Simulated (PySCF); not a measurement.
trifluoromethane (CHF₃), SMILES FC(F)F.

The structure is a stationary point at PBE0-D3(BJ)/def2-TZVP.

The numbers are results of TDA-LC-ωPBE/def2-SVPD (PySCF), not measurements.

Vertical excitations; the highest root listed may be one member of a degenerate set.  State labels are in the subgroup Cs.

```json
[
 {"state": "S1", "symmetry": "A'", "energy (eV)": "11.43", "λ (nm)": "109", "f": "0.019", "main pairs": "HOMO→LUMO 90 %"},
 {"state": "S2", "symmetry": "A\"", "energy (eV)": "12.07", "λ (nm)": "103", "f": "0.000", "main pairs": "HOMO−1→LUMO 89 %"},
 {"state": "S3", "symmetry": "A\"", "energy (eV)": "12.31", "λ (nm)": "101", "f": "0.000", "main pairs": "HOMO→LUMO+3, HOMO−2→LUMO (degenerate set)"},
 {"state": "S4", "symmetry": "A'", "energy (eV)": "12.31", "λ (nm)": "101", "f": "0.000", "main pairs": "HOMO→LUMO+2, HOMO−3→LUMO (degenerate set)"},
 {"state": "S5", "symmetry": "A'", "energy (eV)": "12.87", "λ (nm)": "96", "f": "0.299", "main pairs": "HOMO→LUMO+1 86 %"},
 {"state": "S6", "symmetry": "A'", "energy (eV)": "12.99", "λ (nm)": "95", "f": "0.172", "main pairs": "HOMO−3→LUMO, HOMO→LUMO+2, HOMO−1→LUMO+3, HOMO−5→LUMO (degenerate set)"},
 {"state": "S7", "symmetry": "A\"", "energy (eV)": "12.99", "λ (nm)": "95", "f": "0.172", "main pairs": "HOMO−2→LUMO, HOMO→LUMO+3, HOMO−1→LUMO+2, HOMO−4→LUMO (degenerate set)"},
 {"state": "S8", "symmetry": "A\"", "energy (eV)": "13.05", "λ (nm)": "95", "f": "0.011", "main pairs": "HOMO−1→LUMO+2, HOMO−2→LUMO, HOMO−4→LUMO, HOMO−2→LUMO+2 (degenerate set)"},
 {"state": "S9", "symmetry": "A'", "energy (eV)": "13.05", "λ (nm)": "95", "f": "0.011", "main pairs": "HOMO−1→LUMO+3, HOMO−3→LUMO, HOMO−5→LUMO, HOMO−3→LUMO+2 (degenerate set)"},
 {"state": "S10", "symmetry": "A\"", "energy (eV)": "13.29", "λ (nm)": "93", "f": "0.000", "main pairs": "HOMO−1→LUMO+1 88 %"},
 {"state": "T1", "symmetry": "A'", "energy (eV)": "10.73", "λ (nm)": "116", "f": "0", "main pairs": "HOMO→LUMO 75 %, HOMO→LUMO+1 12 %"},
 {"state": "T2", "symmetry": "A\"", "energy (eV)": "11.69", "λ (nm)": "106", "f": "0", "main pairs": "HOMO→LUMO+3, HOMO→LUMO+9, HOMO→LUMO+5 (degenerate set)"},
 {"state": "T3", "symmetry": "A'", "energy (eV)": "11.69", "λ (nm)": "106", "f": "0", "main pairs": "HOMO→LUMO+2, HOMO→LUMO+10, HOMO→LUMO+4 (degenerate set)"},
 {"state": "T4", "symmetry": "A\"", "energy (eV)": "11.91", "λ (nm)": "104", "f": "0", "main pairs": "HOMO−1→LUMO 82 %"}
]
```
Triplets are in the Tamm–Dancoff approximation.
